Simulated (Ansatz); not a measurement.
Write a Python script for Ansatz's Python interface that makes harmonic frequencies at the relaxed geometry of BH₃O (charge -1), SMILES [BH2-]O. Use (for the species named): B3LYP, def2-SVP basis, multiplicity 2, D4 dispersion.

```xyz
5

B    -0.3836    0.1954    0.2118
O     0.8490   -0.3524   -0.3714
H    -1.0636   -0.6965    0.6132
H    -0.9796    0.8053   -0.6198
H     1.5778    0.0482    0.1662
```

The script, `bh3o_freq.py`:
```python
import itertools

import ansatz as az
from ase.data import atomic_numbers, covalent_radii
import numpy as np

BASIS_SET = "def2-SVP"
FUNCTIONAL = "b3lyp"
VDW = "d4"
CHARGE = -1

GEOMETRY = """
B    -0.38360    0.19540    0.21180
O     0.84900   -0.35240   -0.37140
H    -1.06360   -0.69650    0.61320
H    -0.97960    0.80530   -0.61980
H     1.57780    0.04820    0.16620
"""


def main() -> None:
    molecule = az.Crystal.molecule()
    for line in GEOMETRY.strip().splitlines():
        symbol, *xyz = line.split()
        molecule = molecule.atom(symbol, [float(v) for v in xyz])

    base = molecule.calculation()
    base = base.basis(gaussian=BASIS_SET).functional(FUNCTIONAL, dispersion=VDW)
    base = base.charge(CHARGE).spin("collinear", total=1)
    symbols = [site.symbol for site in molecule.cartesian_sites]
    start = np.array([site.position_ang for site in molecule.cartesian_sites], dtype=float)
    rep = base.relax(force_tolerance=0.003, max_steps=100).run(threads=1, pin="off").report
    end = np.array(rep["positions_ang"])

    radius = [covalent_radii[atomic_numbers[s]] for s in symbols]
    span = lambda where, i, j: np.linalg.norm(where[i] - where[j])
    bonded = [(i, j) for i, j in itertools.combinations(range(len(symbols)), 2) if min(span(start, i, j), span(end, i, j)) < 1.2 * (radius[i] + radius[j])]
    print("pair        before    after (A)")
    for i, j in bonded:
        print(f"{symbols[i]}{i}-{symbols[j]}{j}".ljust(10), f"{span(start, i, j):8.4f} {span(end, i, j):8.4f}")

    minimum = az.Crystal.molecule()
    for symbol, place in zip(symbols, end):
        minimum = minimum.atom(symbol, place.tolist())
    vibrating = (
        minimum.calculation()
        .basis(gaussian=BASIS_SET)
        .functional(FUNCTIONAL, dispersion=VDW)
        .charge(CHARGE)
        .spin("collinear", total=1)
        .phonons(temperatures=(100, 500, 100))
    )
    vib = vibrating.run(threads=1, pin="off").report["vibrations"]
    sums = vib["harmonic_sums"]
    modes = [m["omega_inv_cm"] for m in sums["modes_at_gamma"] if m["rigid_motion"] == "no"]
    print("frequencies (1/cm):", " ".join(f"{w:.0f}" for w in modes))
    print("imaginary modes:", sum(w < 0 for w in modes), " zero-point energy:", round(sums["zero_point_energy_ev"], 4), "eV")
    print("T (K)   F_vib (eV)   S_vib (meV/K)   C_vib (meV/K)")
    for row in zip(sums["temperatures_k"], sums["vibrational_free_energy_ev"], vib["entropy_ev_per_k"], vib["heat_capacity_ev_per_k"]):
        print(f"{row[0]:6.1f} {row[1]:11.4f} {1000 * row[2]:13.4f} {1000 * row[3]:15.4f}")


if __name__ == "__main__":
    main()
```

```console
$ python bh3o_freq.py
pair        before    after (A)
B0-O1        1.4695   1.4727
B0-H2        1.1912   1.2567
B0-H3        1.1911   1.2431
O1-H4        0.9903   0.9628
frequencies (1/cm): 328 779 870 953 1108 1172 2197 2309 3840
imaginary modes: 0  zero-point energy: 0.8403 eV
T (K)   F_vib (eV)   S_vib (meV/K)   C_vib (meV/K)
 100.0      0.8403        0.0045          0.0177
 200.0      0.8385        0.0343          0.0793
 300.0      0.8328        0.0823          0.1659
 400.0      0.8216        0.1421          0.2521
 500.0      0.8042        0.2064          0.3245
```

The frequencies are harmonic and unscaled, in a modest basis. The run takes the species as open-shell (spin multiplicity 2), which needn't be its ground state. b3lyp holds the VWN-RPA fit, as in Gaussian; the form of ORCA and Turbomole is b3lyp5. Anions want diffuse functions, which this basis lacks. Hardware and time: 44 s on 1 thread of Arm Neoverse V2, on a shared host, peak memory 0.18 GiB.
